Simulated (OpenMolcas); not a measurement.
# One shape, several levels: doublet CH5NSi+

We compute a comparison of 6 runs (UHF/STO-3G, UHF/def2-SVPD, UB3LYP/6-31G*, U-revPBE/def2-SVPD, UM06-L/def2-SVPD, UTPSS/def2-SVPD) of doublet CH5NSi+. 

The results are computed with OpenMolcas 26.06.

## (1) The system as given

CH5NSi+ has 8 atoms, charge +1, and is taken as a doublet. SMILES of the parent species: `C[Si]N`. Geometry: relaxed at PBE0-D4/def2-TZVP. This is one conformer, not always the lowest. That shape belongs to the parent species and isn't relaxed for this state.

Bond lengths: C1–Si2 1.904 Å, Si2–N3 1.709 Å, C1–H4 1.094 Å, C1–H5 1.094 Å, C1–H6 1.098 Å, N3–H7 1.008 Å, N3–H8 1.010 Å. Angles: C1–Si2–N3 98.7°, Si2–C1–H4 115.0°, Si2–C1–H5 110.7°, Si2–C1–H6 107.9°, Si2–N3–H7 121.7°, Si2–N3–H8 126.1°, H4–C1–H5 108.8°, H4–C1–H6 108.0°, H5–C1–H6 106.1°, H7–N3–H8 112.1°.

## (2) The energy at UHF/STO-3G (run 1)

mol.xyz

```xyz
8

C     -0.660000     0.824700    -0.552100
Si     0.963800     0.653800     0.427700
N      0.932200    -1.034400     0.690700
H     -1.026400    -0.101800    -1.004300
H     -0.562500     1.583400    -1.334100
H     -1.431400     1.195000     0.135900
H      1.651200    -1.501900     1.220100
H      0.225200    -1.675700     0.360300
```

mol.input

```
&GATEWAY
 BasLib=$CurrDir
 Coord=mol.xyz
 Basis=STO-3G
 Group=NoSym

&SEWARD

&SCF
 UHF
 Charge=1
 Spin=2
 Thresholds=1e-10 1e-07 1e-07 1e-05
 PrOrbitals=1 2
```

The basis set STO-3G is read from a file made from the Basis Set Exchange's data (not shown).

The run is started by

```
$ export MOLCAS_MEM=1860
$ pymolcas mol.input > mol.log
```

What it wrote:

```text
--- Start Module: gateway ---
[...]
--- Stop Module: gateway /rc=_RC_ALL_IS_WELL_ ---
--- Start Module: seward ---
[...]
      Basis functions           24
--- Stop Module: seward /rc=_RC_ALL_IS_WELL_ ---
--- Start Module: scf ---
[...]
       Convergence after  22 Iterations
[...]
::    Total SCF energy                               -379.4573897067
[...]
      Total spin, S                                     0.5138047010
[...]
      Total electronic charge=   31.000000
      Total            charge=    1.000000
[...]
      Dipole Moment (debye):
      Origin of the operator (angstrom)=    0.5243    0.2236    0.2437
                   X=  1.4885E+00               Y=  6.8080E-01               Z=  8.2709E-01           Total=  1.8339E+00
      Center of Charge (angstrom)
[...]
--- Stop Module: scf /rc=_RC_ALL_IS_WELL_ ---
[...]
```

Run time: 2.8 s. Hardware: 1 thread of Intel Xeon Platinum 8259CL at 2.50GHz (Skylake/Cascade Lake), shared host; peak memory 0.37 GiB.

## (3) A single-point energy at UHF/def2-SVPD (run 2)

mol.input

```
&GATEWAY
  BasLib = $CurrDir
  Coord
  8
  angstrom
  C       -0.660000       0.824700      -0.552100
  Si       0.963800       0.653800       0.427700
  N        0.932200      -1.034400       0.690700
  H       -1.026400      -0.101800      -1.004300
  H       -0.562500       1.583400      -1.334100
  H       -1.431400       1.195000       0.135900
  H        1.651200      -1.501900       1.220100
  H        0.225200      -1.675700       0.360300
  Basis = def2-SVPD
  Group = NoSym

&SEWARD

&SCF
  UHF
  Charge = 1
  Spin = 2
  Thresholds = 1e-10 1e-07 1e-07 1e-05
  PrOrbitals = 1 1
```

The basis set def2-SVPD is read from a file made from the Basis Set Exchange's data (not shown).

The run is started by

```
$ export MOLCAS_MEM=1860
$ pymolcas mol.input > mol.log
```

What it wrote:

```text
--- Start Module: gateway ---
[...]
--- Stop Module: gateway /rc=_RC_ALL_IS_WELL_ ---
--- Start Module: seward ---
[...]
      Basis functions          104
--- Stop Module: seward /rc=_RC_ALL_IS_WELL_ ---
[...]
--- Start Module: scf ---
[...]
       Convergence after  22 Iterations
[...]
::    Total SCF energy                               -383.7318203650
[...]
      Total spin, S                                     0.5083724957
[...]
      Total electronic charge=   31.000000
      Total            charge=    1.000000
[...]
      Dipole Moment (debye):
      Origin of the operator (angstrom)=    0.5243    0.2236    0.2437
                   X=  7.1172E-01               Y=  4.4438E-01               Z=  4.0526E-01           Total=  9.3180E-01
      Center of Charge (angstrom)
[...]
--- Stop Module: scf /rc=_RC_ALL_IS_WELL_ ---
[...]
```

Wall time 20 s (1 thread of Intel Xeon Platinum 8259CL at 2.50GHz (Skylake/Cascade Lake), shared host); peak memory 0.59 GiB.

Runs 3 to 5 aren't shown in full; the table further down has their settings and results.

## (4) The energy at UTPSS/def2-SVPD (run 6)

calc.inp

```
>>> EXPORT MOLCAS_PRINT=2
&GATEWAY
BasLib=$CurrDir
Coord
8
angstrom
C       -0.660000       0.824700      -0.552100
Si       0.963800       0.653800       0.427700
N        0.932200      -1.034400       0.690700
H       -1.026400      -0.101800      -1.004300
H       -0.562500       1.583400      -1.334100
H       -1.431400       1.195000       0.135900
H        1.651200      -1.501900       1.220100
H        0.225200      -1.675700       0.360300
Basis=def2-SVPD
Group=NoSym
&SEWARD
GridInput
Grid=UltraFine
End of Grid
&SCF
UHF
Charge=1
Spin=2
KSDFT=2
1.0 MGGA_X_TPSS
1.0 MGGA_C_TPSS
Thresholds=1e-10 1e-07 1e-07 1e-05
PrOrbitals=1 2
```

The basis set def2-SVPD is read from a file made from the Basis Set Exchange's data (not shown).

The run is started by

```
$ export MOLCAS_MEM=1860
$ pymolcas calc.inp > calc.log
```

What it wrote:

```text
--- Start Module: gateway ---
[...]
--- Stop Module: gateway /rc=_RC_ALL_IS_WELL_ ---
--- Start Module: seward ---
[...]
      Basis functions          104
--- Stop Module: seward /rc=_RC_ALL_IS_WELL_ ---
[...]
--- Start Module: scf ---
[...]
       Convergence after  22 Iterations
[...]
::    Total KS-DFT energy                            -384.9381368044
[...]
      Total spin, S                                     0.5036559662
[...]
      Total electronic charge=   31.000000
      Total            charge=    1.000000
[...]
      Dipole Moment (debye):
      Origin of the operator (angstrom)=    0.5243    0.2236    0.2437
                   X=  3.2310E-01               Y= -1.5922E-01               Z=  2.9070E-01           Total=  4.6287E-01
      Center of Charge (angstrom)
[...]
--- Stop Module: scf /rc=_RC_ALL_IS_WELL_ ---
[...]
```

Wall time 2.7 min (1 thread of Intel Xeon Platinum 8259CL at 2.50GHz (Skylake/Cascade Lake), shared host); peak memory 0.59 GiB.

## (5) The series

```tsv
run	level	Cartesian functions	integration grid	energy (Eh)	HOMO energy (eV)	LUMO energy (eV)	⟨S²⟩	wall time
1	UHF/STO-3G	no	–	-379.457390	-15.27	-4.16	0.778	2.8 s
2	UHF/def2-SVPD	no	–	-383.731820	-17.40	-6.35	0.767	20 s
3	UB3LYP/6-31G* (Cartesian functions)	yes	UltraFine	-385.054501	-13.79	-10.62	0.755	40 s
4	U-revPBE/def2-SVPD	no	UltraFine	-384.815661	-12.88	-11.06	0.756	1.8 min
5	UM06-L/def2-SVPD	no	UltraFine	-384.878801	-13.07	-11.10	0.756	2.7 min
6	UTPSS/def2-SVPD	no	UltraFine	-384.938137	-13.07	-11.07	0.757	2.7 min
```

## (6) What came out

| quantity | value |
| --- | --- |
| run 6: total energy | -384.93814 Eh |
| run 6: HOMO energy (highest over α and β) | -13.07 eV |
| run 6: LUMO energy (lowest over α and β) | -11.07 eV |
| run 6: ⟨S²⟩ | 0.757 |

What this shows: Totals of different functionals can't be ranked against each other. In run 1 the basis is minimal, so the values are rough. All runs together took 8.2 min, the longest 2.7 min.
